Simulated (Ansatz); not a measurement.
## BNH3Cl (SMILES NBCl): the vertical energy of the triplet above the singlet from total energies

BNH3Cl: 6 atoms, total charge 0, spin state singlet. SMILES: `NBCl`. The coordinates come from a PBE0-D4/def2-TZVP relaxation.

Both states at this one shape; open shells run unrestricted unless said. 1 Eh = 27.2114 eV.

| level | program | singlet BNH3Cl (Eh) | triplet BNH3Cl (Eh) |
| --- | --- | --- | --- |
| HF/aug-cc-pVDZ | Ansatz | -540.489431 | -540.274591 |
| MP2/aug-cc-pVDZ, 7 core orbitals frozen | Ansatz | -540.904115 | -540.651490 |

Problem. Work out the vertical gap, second state less first, at each level.

Solution. 
1. HF/aug-cc-pVDZ: -540.274591 − (-540.489431) = 0.214840 Eh = 5.85 eV.
2. MP2/aug-cc-pVDZ: -540.651490 − (-540.904115) = 0.252625 Eh = 6.87 eV.

No measured value is set beside it here; the levels span 5.85 to 6.87 eV. Hartree–Fock favours the state with fewer electron pairs, since it lacks pair correlation.
